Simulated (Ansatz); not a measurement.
Geometry optimisation, RKS PBE-D4/def2-SVP in Ansatz.

The input (input.yaml):

```yaml
crystal:
  periodic: [false, false, false]
  atoms:
    - { symbol: Al, position_ang: [0.05934, -0.485047, -0.432535] }
    - { symbol: H, position_ang: [-0.004429, -0.075876, 2.294477] }
    - { symbol: H, position_ang: [1.37621, 0.346226, -0.693444] }
    - { symbol: F, position_ang: [-1.432771, 0.141496, -0.878584] }
    - { symbol: O, position_ang: [0.162758, -2.10413, 0.229843] }
    - { symbol: H, position_ang: [-0.648167, -2.633998, 0.31579] }
    - { symbol: H, position_ang: [0.045859, -0.713771, 1.953453] }
basis:
  gaussian: { orbitals: def2-SVP }
hamiltonian:
  xc: pbe
  dispersion: d4
relax:
  f_tol: 0.03
  max_steps: 50
```

Command:

```bash
$ ansatz run input.yaml --threads 1 --pin off --max-ram 2048MiB --backend cpu --events-out ev --progress --plain --runs-dir out
```

Q: Where does it end, and by what steps?

A: The forces met the threshold. After 22 steps the energy has fallen by 0.123 eV; H2 moved furthest, 0.61 Å.

| step | energy less start (eV) | largest force component (eV/Å) | accepted |
| --- | --- | --- | --- |
| 0 | 0.0000 | 1.732 | yes |
| 1 | -0.0740 | 0.728 | yes |
| 2 | -0.0773 | 0.884 | yes |
| 3 | -0.0932 | 0.535 | yes |
| 4 | -0.1023 | 0.476 | yes |
| 5 | -0.0766 | 0.940 | no |
| 6 | -0.1099 | 0.135 | yes |
| 7 | -0.1122 | 0.105 | yes |
| 8 | -0.1133 | 0.096 | yes |
| 9 | -0.1140 | 0.108 | yes |
| 10 | -0.1149 | 0.154 | yes |
| 11 | -0.1155 | 0.105 | yes |
| 12 | -0.1162 | 0.078 | yes |
| 13 | -0.1131 | 0.430 | no |
| 14 | -0.1172 | 0.106 | yes |
| 15 | -0.1138 | 0.427 | no |
| 16 | -0.1185 | 0.068 | yes |
| 17 | -0.1197 | 0.102 | yes |
| 18 | -0.1199 | 0.234 | yes |
| 19 | -0.1198 | 0.250 | no |
| 20 | -0.1224 | 0.047 | yes |
| 21 | -0.1227 | 0.037 | yes |
| 22 | -0.1229 | 0.008 | yes |

```xyz
7
Properties=species:S:1:pos:R:3
Al 0.098 -0.617 -0.243
H -0.370 0.176 1.875
H 1.445 0.158 -0.513
F -1.383 0.189 -0.285
O 0.150 -2.322 -0.123
H -0.633 -2.886 -0.024
H 0.251 -0.223 2.103
```

Whether the end is a true minimum wasn't checked by a vibrational analysis.

Run time: 61 s on 1 thread of Arm Neoverse N1 (shared host), peak memory 0.12 GiB.
